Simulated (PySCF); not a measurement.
Simulated outer-valence photoelectron spectrum of `Oc1cnsc1`. Method: EOM-IP-CCSD/aug-cc-pVDZ in PySCF, restricted Hartree–Fock reference, frozen core, non-relativistic, gas phase, PBE0-D3(BJ)/def2-SVP geometry.

Each root has a Gaussian of 0.4 eV full width with its one-hole share as area; cross sections and vibrations are left out, and the highest printed point is 100.

```csv
ionisation energy (eV),intensity
8.4,4
8.6,34
8.8,73
9.0,39
9.2,5
9.4,0
9.6,7
9.8,44
10.0,72
10.2,35
10.4,43
10.6,72
10.8,32
11.0,4
11.2,0
11.4,0
11.6,0
11.8,0
12.0,4
12.2,33
12.4,73
12.6,43
12.8,33
13.0,69
13.2,43
13.4,20
13.6,59
13.8,63
14.0,17
14.2,1
14.4,5
14.6,37
14.8,89
15.0,100
15.2,58
15.4,11
15.6,1
```

Problem. Where are the maxima, and how many lines lie under the curve?

Solution. 7 maxima, at 8.8, 10.0, 10.6, 12.4, 13.0, 13.7 and 14.9 eV, from 8 lines. At this width some lines have no maximum of their own.

Problem. List the lines with their holes.

Solution. 
| E (eV) | leading hole (HF orbital) | area | Koopmans (eV) |
| --- | --- | --- | --- |
| 8.81 | HOMO | 0.96 | 9.10 |
| 9.97 | HOMO-1 | 0.95 | 10.27 |
| 10.59 | HOMO-2 | 0.94 | 12.37 |
| 12.41 | HOMO-3 | 0.95 | 13.48 |
| 13.03 | HOMO-4 | 0.91 | 14.75 |
| 13.71 | HOMO-5 | 0.95 | 15.52 |
| 14.80 | HOMO-7 | 0.90 | 16.91 |
| 15.07 | HOMO-6 | 0.94 | 16.76 |

The widest gap, 1.82 eV, lies between 10.59 and 12.41 eV. Only orbitals with −ε under 21 eV, eight at most, were ionised, so the high end of the curve may lack lines.

The values belong to the conformer `[OH:1][c:2]1[cH:3][n:4][s:5][cH:6]1`: H–O1–C2–C3 179°.
